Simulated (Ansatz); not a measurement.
Frontier orbitals of phosphine, H3P.

The species carries charge 0 and has multiplicity 1. All single points use the PBE0-D4/def2-TZVP geometry. Basis def2-TZVPP, Ansatz.

| functional | HOMO (eV) | LUMO (eV) | gap (eV) |
| --- | --- | --- | --- |
| PBE | -6.68 | -0.14 | 6.54 |
| r2SCAN | -6.94 | 0.20 | 7.14 |
| B97M-V | -7.05 | 0.02 | 7.07 |
| PBE0 | -7.86 | 0.78 | 8.64 |
| r2SCAN0 | -8.03 | 1.00 | 9.03 |
| LC-ωPBE | -10.60 | 3.06 | 13.66 |
| ωB97M-V | -10.08 | 2.70 | 12.78 |
| HF | -10.59 | 3.73 | 14.32 |

(1) What is the vertical ionisation energy at frozen-core CCSD(T)/CBS(def2)? (An estimate is asked.)

## Answers

(1) The calculation gave: 10.64 eV (T1 of the cation 0.014).

From PBE to PBE0 the HOMO moves by −1.18 eV and the LUMO by +0.93 eV, and with ωB97M-V by −3.39 and +2.84 eV, so the gap grows from 6.54 to 12.78 eV with exact exchange. A positive LUMO is unbound and depends on the basis. −ε(HOMO) differs from that ionisation energy by −3.95 eV with PBE and −0.56 eV with ωB97M-V.

LC-ωPBE has ω = 0.4 bohr⁻¹.
